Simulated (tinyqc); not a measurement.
RHF in the sto-3g basis, for OH-, spin multiplicity 1, step by step (part 1 of 2). The basis has no diffuse functions, so it cannot describe the extra electron: this is an exercise in the method, not the real anion. Computed by tinyqc, a small Python program that keeps every step (integrals from PySCF). Settings: charge = -1, multiplicity = 1, basis = sto-3g, energy threshold = 1e-10, iteration cap = 87, orthogonalisation = symmetric, start = random, DIIS depth = 8, DIIS from iteration = 3, shift = 0.5, method = RHF. Command: `OMP_NUM_THREADS=1 python tinyqc.py 24895 24896 out.jsonl` (the two numbers bound the seeds that draw the settings). One thread of a shared host (Intel(R) Xeon(R) Processor @ 2.60GHz), about 0.08 s of CPU time with the checks. Later iterations appear only in the table of the cycle.

## One-electron integrals

Geometry (angstrom):
```
atom         x         y         z
O     0.000000  0.000000  0.000000
H     0.000000  0.000000  0.875000
```

Basis sto-3g: exponents (1/bohr^2) and contraction coefficients of normalised primitives:
```
element  l (shell)    exponent  coefficient
O            s (1)  130.709320     0.154329
O            s (1)   23.808861     0.535328
O            s (1)    6.443608     0.444635
O            s (2)    5.033151    -0.099967
O            s (2)    1.169596     0.399513
O            s (2)    0.380389     0.700115
O            p (3)    5.033151     0.155916
O            p (3)    1.169596     0.607684
O            p (3)    0.380389     0.391957
H            s (1)    3.425251     0.154329
H            s (1)    0.623914     0.535328
H            s (1)    0.168855     0.444635
```

Overlap, kinetic and nuclear-attraction integrals over the contracted functions; the nuclear repulsion is the sum of Za Zb / Rab.

nuclear repulsion = 4.83819164 hartree

overlap S:
```
           1O 1s     1O 2s    1O 2px    1O 2py    1O 2pz     2H 1s
1O 1s   1.000000  0.236704  0.000000  0.000000  0.000000  0.065506
1O 2s   0.236704  1.000000  0.000000  0.000000  0.000000  0.530172
1O 2px  0.000000  0.000000  1.000000  0.000000  0.000000  0.000000
1O 2py  0.000000  0.000000  0.000000  1.000000  0.000000  0.000000
1O 2pz  0.000000  0.000000  0.000000  0.000000  1.000000  0.420225
2H 1s   0.065506  0.530172  0.000000  0.000000  0.420225  1.000000
```

kinetic energy T (hartree):
```
            1O 1s      1O 2s    1O 2px    1O 2py    1O 2pz     2H 1s
1O 1s   29.003200  -0.168011  0.000000  0.000000  0.000000  0.004738
1O 2s   -0.168011   0.808128  0.000000  0.000000  0.000000  0.171956
1O 2px   0.000000   0.000000  2.528731  0.000000  0.000000  0.000000
1O 2py   0.000000   0.000000  0.000000  2.528731  0.000000  0.000000
1O 2pz   0.000000   0.000000  0.000000  0.000000  2.528731  0.351229
2H 1s    0.004738   0.171956  0.000000  0.000000  0.351229  0.760032
```

nuclear attraction V (hartree):
```
             1O 1s      1O 2s     1O 2px     1O 2py     1O 2pz      2H 1s
1O 1s   -61.223229  -7.326232   0.000000   0.000000  -0.018577  -2.094919
1O 2s    -7.326232  -9.643418   0.000000   0.000000  -0.210495  -4.207031
1O 2px    0.000000   0.000000  -9.520299   0.000000   0.000000   0.000000
1O 2py    0.000000   0.000000   0.000000  -9.520299   0.000000   0.000000
1O 2pz   -0.018577  -0.210495   0.000000   0.000000  -9.671587  -3.055895
2H 1s    -2.094919  -4.207031   0.000000   0.000000  -3.055895  -5.822012
```

core Hamiltonian H = T + V (hartree):
```
             1O 1s      1O 2s     1O 2px     1O 2py     1O 2pz      2H 1s
1O 1s   -32.220029  -7.494243   0.000000   0.000000  -0.018577  -2.090181
1O 2s    -7.494243  -8.835290   0.000000   0.000000  -0.210495  -4.035075
1O 2px    0.000000   0.000000  -6.991568   0.000000   0.000000   0.000000
1O 2py    0.000000   0.000000   0.000000  -6.991568   0.000000   0.000000
1O 2pz   -0.018577  -0.210495   0.000000   0.000000  -7.142856  -2.704666
2H 1s    -2.090181  -4.035075   0.000000   0.000000  -2.704666  -5.061980
```

## Two-electron integrals

Functions are numbered as in S; the eight-fold symmetry (ij|kl) = (ji|kl) = (kl|ij) leaves the list below.

Two-electron integrals (ij|kl) in chemists' order, unique and non-zero (hartree):
```
(11|11) 4.785065   (21|11) 0.741380   (21|21) 0.136873   (22|11) 1.118947
(22|21) 0.256633   (22|22) 0.817206   (31|31) 0.024477   (32|31) 0.037809
(32|32) 0.180518   (33|11) 1.115814   (33|21) 0.256684   (33|22) 0.817023
(33|33) 0.880159   (41|41) 0.024477   (42|41) 0.037809   (42|42) 0.180518
(43|43) 0.047444   (44|11) 1.115814   (44|21) 0.256684   (44|22) 0.817023
(44|33) 0.785270   (44|44) 0.880159   (51|51) 0.024477   (52|51) 0.037809
(52|52) 0.180518   (53|53) 0.047444   (54|54) 0.047444   (55|11) 1.115814
(55|21) 0.256684   (55|22) 0.817023   (55|33) 0.785270   (55|44) 0.785270
(55|55) 0.880159   (61|11) 0.209021   (61|21) 0.038215   (61|22) 0.071031
(61|33) 0.070901   (61|44) 0.070901   (61|51) 0.001729   (61|52) 0.003217
(61|55) 0.071298   (61|61) 0.010804   (62|11) 0.463826   (62|21) 0.107516
(62|22) 0.373886   (62|33) 0.367943   (62|44) 0.367943   (62|51) 0.007947
(62|52) 0.058399   (62|55) 0.385433   (62|61) 0.030494   (62|62) 0.204474
(63|31) 0.011779   (63|32) 0.066609   (63|53) 0.012407   (63|63) 0.030651
(64|41) 0.011779   (64|42) 0.066609   (64|54) 0.012407   (64|64) 0.030651
(65|11) 0.314260   (65|21) 0.073859   (65|22) 0.274462   (65|33) 0.261763
(65|44) 0.261763   (65|51) 0.016637   (65|52) 0.107843   (65|55) 0.299565
(65|61) 0.021960   (65|62) 0.182369   (65|65) 0.191698   (66|11) 0.573307
(66|21) 0.135030   (66|22) 0.533674   (66|33) 0.511986   (66|44) 0.511986
(66|51) 0.014005   (66|52) 0.137103   (66|55) 0.576434   (66|61) 0.038721
(66|62) 0.352691   (66|65) 0.359936   (66|66) 0.774606
```

## Orthogonalisation

S = U s U^T; symmetric (Loewdin) form X = U s^(-1/2) U^T, so that X^T S X = 1.

eigenvalues of S: 0.312119  0.840607  1.000000  1.000000  1.124924  1.722350

X:
```
            1O 1s      1O 2s    1O 2px    1O 2py     1O 2pz      2H 1s
1O 1s    1.023374  -0.136881  0.000000  0.000000  -0.010991   0.026513
1O 2s   -0.136881   1.191709  0.000000  0.000000   0.132069  -0.393699
1O 2px   0.000000   0.000000  1.000000  0.000000   0.000000   0.000000
1O 2py   0.000000   0.000000  0.000000  1.000000   0.000000   0.000000
1O 2pz  -0.010991   0.132069  0.000000  0.000000   1.102731  -0.307146
2H 1s    0.026513  -0.393699  0.000000  0.000000  -0.307146   1.267640
```

## Starting guess

The start is random orthonormal orbitals; D = 2 C_occ C_occ^T.

D at the start:
```
            1O 1s      1O 2s     1O 2px     1O 2py     1O 2pz      2H 1s
1O 1s    1.719105  -0.329504  -0.650583   0.235998   0.418635  -0.078784
1O 2s   -0.329504   3.004635   0.471820  -0.171152   0.475370  -1.796573
1O 2px  -0.650583   0.471820   0.979121   0.370322   0.812540  -0.493973
1O 2py   0.235998  -0.171152   0.370322   1.865666  -0.294748   0.179188
1O 2pz   0.418635   0.475370   0.812540  -0.294748   2.009116  -1.167512
2H 1s   -0.078784  -1.796573  -0.493973   0.179188  -1.167512   3.474886
```

## Iteration 1: building the Fock matrix

J_ij = sum D_kl (ij|kl), K_ij = sum D_kl (ik|jl); F = H + J - 0.5 K; E = tr D H + tr D J / 2 - 0.25 tr D K + E_nn.

Coulomb J (hartree):
```
            1O 1s      1O 2s     1O 2px     1O 2py     1O 2pz      2H 1s
1O 1s   16.074378   3.105731  -0.007809   0.002833   0.037432   0.869015
1O 2s    3.105731   8.034581   0.055343  -0.020076   0.217538   3.793394
1O 2px  -0.007809   0.055343   7.943058   0.035139   0.064843   0.037409
1O 2py   0.002833  -0.020076   0.035139   8.027182  -0.023522  -0.013570
1O 2pz   0.037432   0.217538   0.064843  -0.023522   8.113567   2.923595
2H 1s    0.869015   3.793394   0.037409  -0.013570   2.923595   5.834609
```

exchange K (hartree):
```
            1O 1s      1O 2s     1O 2px     1O 2py     1O 2pz      2H 1s
1O 1s    8.130780   1.547929  -0.643748   0.233519   0.427635   0.504222
1O 2s    1.547929   2.611595   0.064411  -0.023365   0.050836   1.240309
1O 2px  -0.643748   0.064411   1.441521   0.308373   0.541181   0.105967
1O 2py   0.233519  -0.023365   0.308373   2.179759  -0.196313  -0.038439
1O 2pz   0.427635   0.050836   0.541181  -0.196313   2.039386   0.860368
2H 1s    0.504222   1.240309   0.105967  -0.038439   0.860368   1.854795
```

Fock matrix F (hartree):
```
             1O 1s      1O 2s     1O 2px     1O 2py     1O 2pz      2H 1s
1O 1s   -20.211041  -5.162476   0.314065  -0.113927  -0.194963  -1.473278
1O 2s    -5.162476  -2.106506   0.023137  -0.008393  -0.018375  -0.861835
1O 2px    0.314065   0.023137   0.230730  -0.119047  -0.205747  -0.015574
1O 2py   -0.113927  -0.008393  -0.119047  -0.054266   0.074634   0.005650
1O 2pz   -0.194963  -0.018375  -0.205747   0.074634  -0.048982  -0.211255
2H 1s    -1.473278  -0.861835  -0.015574   0.005650  -0.211255  -0.154768
```

total energy of this density = -66.82636913 hartree

## Iteration 1: diagonalisation and new density

A level shift of 0.5 hartree raises the virtual space: F + shift (S - S D(s) S), with D(s) the density of one spin (D/2). Diagonalise F' = X^T F X, C = X C', fill 5 alpha and 5 beta electrons from the bottom; D = 2 C_occ C_occ^T. Each column has its largest component positive (the first on a tie).

F' = X^T F X (hartree):
```
            1          2          3          4          5          6
1  -19.741973  -2.748404   0.469452  -0.170293  -0.335228  -0.234722
2   -2.748404  -1.027648  -0.087231   0.031643   0.203651  -0.534663
3    0.469452  -0.087231   0.485950  -0.211628  -0.388466   0.080982
4   -0.170293   0.031643  -0.211628  -0.020682   0.140916  -0.029376
5   -0.335228   0.203651  -0.388466   0.140916   0.212022  -0.401911
6   -0.234722  -0.534663   0.080982  -0.029376  -0.401911   0.443927
```

orbital energies (hartree): MO1 -20.157506, MO2 -0.839870, MO3 -0.196347, MO4 -0.097450, MO5 0.479020, MO6 1.163748

coefficients C:
```
              MO1        MO2        MO3       MO4        MO5        MO6
1O 1s    0.993220  -0.256400   0.021804  0.000000   0.039695   0.112138
1O 2s    0.030057   0.982502  -0.168187  0.000000  -0.466648  -0.631734
1O 2px  -0.021600   0.065121   0.368163  0.341006  -0.692475   0.513753
1O 2py   0.007835  -0.023623  -0.133551  0.940061   0.251194  -0.186363
1O 2pz   0.019411  -0.053454   0.784141  0.000000  -0.196545  -0.819254
2H 1s   -0.014851   0.077402   0.271228  0.000000   0.888976   0.993428
```

D after iteration 1:
```
            1O 1s      1O 2s     1O 2px     1O 2py     1O 2pz      2H 1s
1O 1s    2.108557  -0.488501  -0.115223   0.041797   0.084561   0.013211
1O 2s   -0.488501   2.424522   0.649110  -0.235464  -0.184199  -0.769709
1O 2px  -0.115223   0.649110   1.472117   0.191489   0.841788  -1.020752
1O 2py   0.041797  -0.235464   0.191489   1.930538  -0.305357   0.370276
1O 2pz   0.084561  -0.184199   0.841788  -0.305357   1.313481   0.067063
2H 1s    0.013211  -0.769709  -1.020752   0.370276   0.067063   1.740108
```

## Iteration 2: building the Fock matrix

As before.

Coulomb J (hartree):
```
            1O 1s      1O 2s    1O 2px     1O 2py     1O 2pz      2H 1s
1O 1s   17.671760   3.342658  0.019395  -0.007036   0.004625   0.933283
1O 2s    3.342658   8.334928  0.089656  -0.032523   0.103114   3.841742
1O 2px   0.019395   0.089656  8.287469   0.018170   0.054547   0.042072
1O 2py  -0.007036  -0.032523  0.018170   8.330968  -0.019787  -0.015262
1O 2pz   0.004625   0.103114  0.054547  -0.019787   8.362719   2.875040
2H 1s    0.933283   3.841742  0.042072  -0.015262   2.875040   5.676195
```

exchange K (hartree):
```
            1O 1s      1O 2s     1O 2px     1O 2py     1O 2pz      2H 1s
1O 1s    9.778270   1.673312  -0.024625   0.008933   0.031137   0.479845
1O 2s    1.673312   2.661472   0.170011  -0.061671  -0.063547   1.282528
1O 2px  -0.024625   0.170011   1.854724   0.159456   0.421109  -0.050560
1O 2py   0.008933  -0.061671   0.159456   2.236458  -0.152757   0.018340
1O 2pz   0.031137  -0.063547   0.421109  -0.152757   1.978032   0.924464
2H 1s    0.479845   1.282528  -0.050560   0.018340   0.924464   1.635616
```

Fock matrix F (hartree):
```
             1O 1s      1O 2s     1O 2px     1O 2py     1O 2pz      2H 1s
1O 1s   -19.437404  -4.988241   0.031708  -0.011502  -0.029521  -1.396821
1O 2s    -4.988241  -1.831098   0.004651  -0.001687  -0.075608  -0.834597
1O 2px    0.031708   0.004651   0.368539  -0.061558  -0.156007   0.067352
1O 2py   -0.011502  -0.001687  -0.061558   0.221171   0.056591  -0.024432
1O 2pz   -0.029521  -0.075608  -0.156007   0.056591   0.230847  -0.291858
2H 1s    -1.396821  -0.834597   0.067352  -0.024432  -0.291858  -0.203593
```

total energy of this density = -73.67584975 hartree

## Iteration 2: diagonalisation and new density

As before.

F' = X^T F X (hartree):
```
            1          2          3          4          5          6
1  -19.061360  -2.668322   0.048674  -0.017656  -0.075328  -0.236903
2   -2.668322  -0.686224  -0.117075   0.042469   0.250084  -0.669564
3    0.048674  -0.117075   0.500510  -0.109430  -0.334382   0.276847
4   -0.017656   0.042469  -0.109430   0.238537   0.121297  -0.100426
5   -0.075328   0.250084  -0.334382   0.121297   0.629011  -0.702936
6   -0.236903  -0.669564   0.276847  -0.100426  -0.702936   0.608203
```

orbital energies (hartree): MO1 -19.446591, MO2 -0.634588, MO3 0.015956, MO4 0.198841, MO5 0.364680, MO6 1.730378

coefficients C:
```
              MO1        MO2        MO3       MO4        MO5        MO6
1O 1s    0.994021  -0.239028   0.092974  0.000000  -0.056713   0.098896
1O 2s    0.026758   0.858126  -0.501107  0.000000   0.382389  -0.690596
1O 2px  -0.001770   0.002619   0.176328  0.341006   0.855012   0.348666
1O 2py   0.000642  -0.000950  -0.063963  0.940061  -0.310154  -0.126478
1O 2pz   0.005465   0.070063   0.681710  0.000000   0.225619  -0.898525
2H 1s   -0.009216   0.251253   0.486059  0.000000  -0.556541   1.117026
```

D after iteration 2:
```
            1O 1s      1O 2s     1O 2px     1O 2py     1O 2pz      2H 1s
1O 1s    2.114146  -0.493590  -0.068964   0.025016   0.078543   0.015074
1O 2s   -0.493590   2.268852   0.481575  -0.174691  -0.390133  -0.482045
1O 2px  -0.068964   0.481575   1.756864   0.088197   0.626570  -0.778939
1O 2py   0.025016  -0.174691   0.088197   1.968007  -0.227288   0.282559
1O 2pz   0.078543  -0.390133   0.626570  -0.227288   1.041141   0.446676
2H 1s    0.015074  -0.482045  -0.778939   0.282559   0.446676   1.218409
```

## Iteration 3: building the Fock matrix

As before.

Coulomb J (hartree):
```
            1O 1s      1O 2s    1O 2px     1O 2py     1O 2pz      2H 1s
1O 1s   17.779557   3.365891  0.014688  -0.005328  -0.001339   0.939144
1O 2s    3.365891   8.397439  0.064882  -0.023536   0.072270   3.846691
1O 2px   0.014688   0.064882  8.373680   0.008369   0.040126   0.030327
1O 2py  -0.005328  -0.023536  0.008369   8.393715  -0.014556  -0.011001
1O 2pz  -0.001339   0.072270  0.040126  -0.014556   8.401210   2.854230
2H 1s    0.939144   3.846691  0.030327  -0.011001   2.854230   5.618514
```

exchange K (hartree):
```
            1O 1s      1O 2s     1O 2px     1O 2py     1O 2pz      2H 1s
1O 1s    9.795823   1.673627  -0.001221   0.000443   0.008314   0.484394
1O 2s    1.673627   2.694586   0.121592  -0.044107  -0.082730   1.296636
1O 2px  -0.001221   0.121592   2.097649   0.073443   0.308193  -0.047327
1O 2py   0.000443  -0.044107   0.073443   2.273471  -0.111796   0.017168
1O 2pz   0.008314  -0.082730   0.308193  -0.111796   1.914804   0.931410
2H 1s    0.484394   1.296636  -0.047327   0.017168   0.931410   1.558048
```

Fock matrix F (hartree):
```
             1O 1s      1O 2s     1O 2px     1O 2py     1O 2pz      2H 1s
1O 1s   -19.338384  -4.965166   0.015299  -0.005550  -0.024073  -1.393234
1O 2s    -4.965166  -1.785144   0.004086  -0.001482  -0.096859  -0.836701
1O 2px    0.015299   0.004086   0.333287  -0.028353  -0.113970   0.053990
1O 2py   -0.005550  -0.001482  -0.028353   0.265412   0.041343  -0.019585
1O 2pz   -0.024073  -0.096859  -0.113970   0.041343   0.300952  -0.316141
2H 1s    -1.393234  -0.836701   0.053990  -0.019585  -0.316141  -0.222490
```

total energy of this density = -73.87621731 hartree

## Iteration 3: diagonalisation and new density

As before.

F' = X^T F X (hartree):
```
            1          2          3          4          5          6
1  -18.964007  -2.659258   0.023682  -0.008591  -0.063227  -0.242392
2   -2.659258  -0.624687  -0.085260   0.030928   0.260584  -0.702416
3    0.023682  -0.085260   0.394071  -0.050402  -0.246464   0.214336
4   -0.008591   0.030928  -0.050402   0.273410   0.089405  -0.077750
5   -0.063227   0.260584  -0.246464   0.089405   0.750825  -0.785618
6   -0.242392  -0.702416   0.214336  -0.077750  -0.785618   0.655587
```

orbital energies (hartree): MO1 -19.347657, MO2 -0.612588, MO3 0.059608, MO4 0.255127, MO5 0.326535, MO6 1.804175

coefficients C:
```
              MO1        MO2        MO3       MO4        MO5        MO6
1O 1s    0.994072  -0.232795   0.111346  0.000000  -0.043461   0.100964
1O 2s    0.026324   0.823104  -0.587160  0.000000   0.278849  -0.714593
1O 2px  -0.000738  -0.004425   0.136590  0.341006   0.900179   0.233912
1O 2py   0.000268   0.001605  -0.049548  0.940061  -0.326539  -0.084851
1O 2pz   0.004673   0.099289   0.635299  0.000000   0.149522  -0.944497
2H 1s   -0.008344   0.287725   0.537483  0.000000  -0.380957   1.157619
```

D after iteration 3:
```
            1O 1s      1O 2s     1O 2px     1O 2py     1O 2pz      2H 1s
1O 1s    2.113319  -0.485887  -0.047234   0.017134   0.091543   0.002257
1O 2s   -0.485887   2.201412   0.334304  -0.121268  -0.498960  -0.370420
1O 2px  -0.047234   0.334304   1.890570   0.039696   0.441859  -0.541563
1O 2py   0.017134  -0.121268   0.039696   1.985600  -0.160284   0.196451
1O 2pz   0.091543  -0.498960   0.441859  -0.160284   0.871684   0.626060
2H 1s    0.002257  -0.370420  -0.541563   0.196451   0.626060   1.033742
```

## Iteration 14 (converged): orbitals

converged F (hartree):
```
             1O 1s      1O 2s     1O 2px    1O 2py     1O 2pz      2H 1s
1O 1s   -19.337404  -4.964629   0.000000  0.000000  -0.028337  -1.393981
1O 2s    -4.964629  -1.779626   0.000000  0.000000  -0.100249  -0.845451
1O 2px    0.000000   0.000000   0.263713  0.000000  -0.000001   0.000000
1O 2py    0.000000   0.000000   0.000000  0.263713   0.000000   0.000000
1O 2pz   -0.028337  -0.100249  -0.000001  0.000000   0.359190  -0.332062
2H 1s    -1.393981  -0.845451   0.000000  0.000000  -0.332062  -0.247100
```

Diagonalise F' = X^T F X, C = X C', fill 5 alpha and 5 beta electrons from the bottom; D = 2 C_occ C_occ^T. Each column has its largest component positive (the first on a tie).

F' = X^T F X (hartree):
```
            1          2          3         4          5          6
1  -18.963493  -2.655483   0.000000  0.000000  -0.058595  -0.251624
2   -2.655483  -0.654954   0.000000  0.000000   0.185267  -0.617455
3    0.000000   0.000000   0.263713  0.000000  -0.000001   0.000001
4    0.000000   0.000000   0.000000  0.263713   0.000000   0.000000
5   -0.058595   0.185267  -0.000001  0.000000   0.650111  -0.627991
6   -0.251624  -0.617455   0.000001  0.000000  -0.627991   0.435998
```

orbital energies (hartree): MO1 -19.346670, MO2 -0.616123, MO3 0.076478, MO4 0.263713, MO5 0.263713, MO6 1.353976

coefficients C:
```
              MO1        MO2        MO3       MO4        MO5        MO6
1O 1s    0.994079  -0.229846  -0.123210  0.000000   0.000000   0.103206
1O 2s    0.026302   0.805554   0.656841  0.000000   0.000002  -0.728216
1O 2px   0.000000   0.000000  -0.000002  0.340884   0.940105   0.000001
1O 2py   0.000000   0.000000   0.000001  0.940105  -0.340884  -0.000001
1O 2pz   0.004870   0.099306  -0.575562  0.000000   0.000000  -0.993358
2H 1s   -0.008357   0.309093  -0.617998  0.000000  -0.000003   1.174488
```

D after iteration 14:
```
            1O 1s      1O 2s     1O 2px     1O 2py     1O 2pz      2H 1s
1O 1s    2.112404  -0.479872   0.000000   0.000000   0.105862  -0.006415
1O 2s   -0.479872   2.162099   0.000002  -0.000001  -0.595857  -0.314309
1O 2px   0.000000   0.000002   2.000000   0.000000   0.000003  -0.000003
1O 2py   0.000000  -0.000001   0.000000   2.000000  -0.000001   0.000001
1O 2pz   0.105862  -0.595857   0.000003  -0.000001   0.682314   0.772700
2H 1s   -0.006415  -0.314309  -0.000003   0.000001   0.772700   0.955059
```

Within a degenerate level the vectors are fixed only up to a rotation; this is one choice.
